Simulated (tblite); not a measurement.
Species: methyl formate, C₂H₄O₂.
Bonds: C1–O2, O2–C3, C3–O4 (double). Hydrogens: H5, H6, H7 on C1; H8 on C3.

Computed with GFN2-xTB (tblite), gas phase: Langevin dynamics at 300 K from the optimised GFN2-xTB geometry, time step 0.5 fs, friction 0.01 fs⁻¹, 2000 steps. The instantaneous temperature is 2·E(kin)/(3Nk) with all 3N coordinates.

| t (fs) | T (K) | E(pot) above start (eV) | C1–O2 (Å) | O2–C3 (Å) | C3=O4 (Å) | C1–H5 (Å) | C1–O2–C3–O4 (°) |
| --- | --- | --- | --- | --- | --- | --- | --- |
| 0 | 234 | 0.000 | 1.427 | 1.321 | 1.195 | 1.089 | 0 |
| 25 | 163 | 0.138 | 1.444 | 1.328 | 1.168 | 1.084 | 7 |
| 50 | 215 | 0.178 | 1.432 | 1.305 | 1.234 | 1.090 | 4 |
| 75 | 349 | 0.129 | 1.405 | 1.320 | 1.188 | 1.099 | -11 |
| 100 | 209 | 0.280 | 1.427 | 1.357 | 1.186 | 1.104 | -5 |
| 125 | 228 | 0.252 | 1.455 | 1.340 | 1.201 | 1.104 | 2 |
| 150 | 176 | 0.185 | 1.418 | 1.344 | 1.196 | 1.066 | 14 |
| 175 | 281 | 0.161 | 1.398 | 1.313 | 1.192 | 1.095 | -1 |
| 200 | 224 | 0.263 | 1.416 | 1.320 | 1.183 | 1.130 | -11 |
| 225 | 198 | 0.215 | 1.416 | 1.276 | 1.206 | 1.100 | 2 |
| 250 | 302 | 0.248 | 1.463 | 1.328 | 1.181 | 1.056 | 8 |
| 275 | 274 | 0.246 | 1.451 | 1.300 | 1.175 | 1.099 | -4 |
| 300 | 225 | 0.164 | 1.362 | 1.301 | 1.199 | 1.104 | -12 |
| 325 | 344 | 0.116 | 1.446 | 1.339 | 1.179 | 1.062 | -1 |
| 350 | 302 | 0.154 | 1.481 | 1.331 | 1.192 | 1.071 | 7 |
| 375 | 328 | 0.084 | 1.394 | 1.321 | 1.199 | 1.120 | 0 |
| 400 | 343 | 0.163 | 1.388 | 1.282 | 1.184 | 1.132 | -6 |
| 425 | 334 | 0.211 | 1.459 | 1.311 | 1.203 | 1.080 | 7 |
| 450 | 287 | 0.241 | 1.441 | 1.293 | 1.228 | 1.080 | 10 |
| 475 | 448 | 0.251 | 1.387 | 1.339 | 1.156 | 1.086 | -14 |
| 500 | 366 | 0.242 | 1.394 | 1.341 | 1.208 | 1.095 | -6 |
| 525 | 395 | 0.319 | 1.428 | 1.349 | 1.253 | 1.089 | 10 |
| 550 | 444 | 0.207 | 1.408 | 1.352 | 1.159 | 1.106 | 2 |
| 575 | 370 | 0.136 | 1.424 | 1.304 | 1.177 | 1.079 | -1 |
| 600 | 234 | 0.159 | 1.474 | 1.306 | 1.230 | 1.080 | -5 |
| 625 | 227 | 0.119 | 1.444 | 1.312 | 1.177 | 1.111 | -2 |
| 650 | 199 | 0.206 | 1.407 | 1.286 | 1.187 | 1.145 | 11 |
| 675 | 271 | 0.146 | 1.434 | 1.291 | 1.220 | 1.120 | 7 |
| 700 | 271 | 0.150 | 1.428 | 1.358 | 1.199 | 1.046 | -8 |
| 725 | 264 | 0.126 | 1.413 | 1.366 | 1.193 | 1.060 | 1 |
| 750 | 167 | 0.194 | 1.412 | 1.320 | 1.181 | 1.132 | -1 |
| 775 | 214 | 0.108 | 1.433 | 1.314 | 1.192 | 1.147 | -3 |
| 800 | 226 | 0.083 | 1.433 | 1.308 | 1.189 | 1.077 | 0 |
| 825 | 152 | 0.118 | 1.459 | 1.317 | 1.208 | 1.057 | 11 |
| 850 | 231 | 0.113 | 1.402 | 1.342 | 1.177 | 1.107 | 11 |
| 875 | 152 | 0.139 | 1.422 | 1.326 | 1.217 | 1.108 | -2 |
| 900 | 231 | 0.076 | 1.450 | 1.308 | 1.208 | 1.062 | 6 |
| 925 | 232 | 0.099 | 1.408 | 1.330 | 1.174 | 1.110 | 0 |
| 950 | 184 | 0.119 | 1.412 | 1.329 | 1.218 | 1.128 | -3 |
| 975 | 315 | 0.071 | 1.441 | 1.320 | 1.188 | 1.080 | 6 |
| 1000 | 234 | 0.225 | 1.467 | 1.324 | 1.175 | 1.122 | 8 |

**Question.** From 500 fs on, how do temperature and potential energy compare with equipartition?

**Answer.** The mean temperature of these 21 frames is 256 K against the target 300 K, and the mean potential energy 0.15 eV against 18 × kT/2 = 0.23 eV for 18 classical harmonic modes. For 8 atoms in a canonical ensemble the temperature itself scatters by T·√(2/(3N)) = 87 K; here its standard deviation is 78 K. The whole run lasts only 10 friction times of 100 fs, so these averages carry a wide statistical error.

**Question.** What are the kinetic and total energies of the listed frame with the highest potential energy?

**Answer.** The one at 525 fs, 0.319 eV above the start. Its kinetic energy is 3NkT/2 = 0.408 eV at 395 K, so the sum is 0.73 eV; over the listed frames the sum runs from 0.24 to 0.73 eV, since the thermostat adds and removes energy.

**Question.** How much do the listed bonds fluctuate from 500 fs on?

**Answer.** 
```csv
bond,at the start (Å),mean (Å),standard deviation (Å)
C1–O2,1.427,1.428,0.021
O2–C3,1.321,1.324,0.021
C3=O4,1.195,1.197,0.022
C1–H5,1.089,1.098,0.028
```

The motion is classical and holds no zero-point motion.

What follows is the cost of the whole dynamics run. Time: 4.4 s of wall time; peak memory 0.18 GiB. Hardware: one thread of an AMD EPYC 7R43, shared host.
